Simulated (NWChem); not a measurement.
System: nitrogen trifluoride (NF3); SMILES FN(F)F

Input file for NWChem:

```
start job
memory heap 200 mb stack 900 mb global 1100 mb
geometry units angstroms noautoz
  F      0.860803     0.860803    -0.121585
  N      0.000000     0.000000     0.466697
  F     -1.175879     0.315076    -0.121585
  F      0.315076    -1.175879    -0.121585
end
basis spherical
  * library def2-tzvpd
end
dft
  xc slater vwn_5
  iterations 150
  mulliken
end
task dft energy
```

Geometry: optimised at PBE0/def2-SVP.

### Question
Predict the main results of this run. (LDA (Slater exchange, VWN5)/def2-TZVPD.) Quantities: energy (Ha); highest occupied level (eV); orbital gap (eV); dipole (D).

### Answer
```yaml
energy (Ha): -351.95
highest occupied level (eV): -8.46
orbital gap (eV): 7.43
dipole (D): 0.05
```
